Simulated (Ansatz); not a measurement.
Rock-salt BaS, treated with rVV10 in Ansatz (plane waves, PAW).

Run with plane-wave cutoff 520 eV, 10×10×10 k mesh, Fermi–Dirac smearing 0.01 eV, scalar-relativistic PAW data made under PBE.

Energies at three volumes about the minimum:

```json
[
 {"V (Å³/atom)": "32.419", "E − E_lowest (meV/atom)": "1.94"},
 {"V (Å³/atom)": "33.081", "E − E_lowest (meV/atom)": "0.00"},
 {"V (Å³/atom)": "33.742", "E − E_lowest (meV/atom)": "1.80"}
]
```

**Question.** Fit a parabola by hand: where is the minimum, what lattice constant follows, and what is the bulk modulus?

**Answer.** Slopes: (0.00 − 1.94)/(33.081 − 32.419) = -2.931 and (1.80 − 0.00)/(33.742 − 33.081) = 2.723 meV/Å³. Curvature E″ = 2 × (2.723 − (-2.931))/(33.742 − 32.419) = 8.547 meV/Å⁶. From the middle of the first interval, the slope vanishes at V0 = 32.7500 − (-2.931)/8.547 = 33.093 Å³/atom. B = V0 E″ = 33.093 × 8.547 meV/Å³ × 0.1602 GPa per meV/Å³ = 45.3 GPa. With 8 atoms in the cube, a = (8 × 33.093)^(1/3) = 6.421 Å. The full Birch–Murnaghan fit to all volumes gives V0 = 33.081 Å³/atom and B0 = 45.2 GPa.

Measured, for comparison: lattice constant a 6.389 Å (room temperature, not corrected to a static lattice; as tabulated in Lucero et al. (2012), arXiv:1111.4515).

Ansatz is an electronic-structure program.
